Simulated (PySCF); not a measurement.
**Assignment exercise: C₅H₄O**

Numbering as in the mapped SMILES `[CH3:1][C:2]#[C:3][CH:4]=[C:5]=[O:6]` (H(Xn): hydrogen on atom n).

No relativistic terms, rapidly exchanging positions averaged, no solvent, one computed conformer. Spin–spin couplings from B3LYP/pcJ-1 (without the spin–dipole term); NMR shieldings at PBE/pcSseg-2/GIAO; geometry: PBE0-D3(BJ)/def2-SVP; PySCF.

References, each an isolated molecule treated in the same way: 13C (σ = 179.39 ppm) and 1H (σ = 31.18 ppm) against TMS.

Question: Assign these signals to the numbered atoms. 13C{1H} NMR (computed): δ 216.8, 103.5, 64.1, 12.4, 6.4.

Answer: 
| δ (ppm) | atoms | environment | reason |
| --- | --- | --- | --- |
| 216.8 | C5 | central carbon of a ketene | – |
| 103.5 | C2 | alkyne carbon | sp carbons lie upfield of alkene carbons because the cylindrical π system leaves one tensor component strongly shielded |
| 64.1 | C3 | alkyne carbon | – |
| 12.4 | C4 | terminal carbon of a ketene | – |
| 6.4 | C1 | propargylic methyl carbon | a saturated carbon with 1 carbon neighbour and no heteroatom attached |

Question: Assign these signals to the numbered atoms. 1H NMR (400 MHz, computed): δ 3.61 (q, J = 4.0 Hz, 1H), 2.11 (d, J = 4.0 Hz, 3H).

Answer: 
| δ (ppm) | atoms | environment | reason |
| --- | --- | --- | --- |
| 3.61 | H(C4) | hydrogen on a terminal carbon of a ketene | – |
| 2.11 | H(C1) | hydrogen on a propargylic methyl carbon | – |

Multiplet labels drop couplings under 1 Hz and merge nearly equal ones. Shifts are as computed, not scaled to solution data. Of 1211 compounds with measured shifts, 218 miss one by over three times the rms of a fit or turn the order of signals round; such compounds aren't used in these exercises.
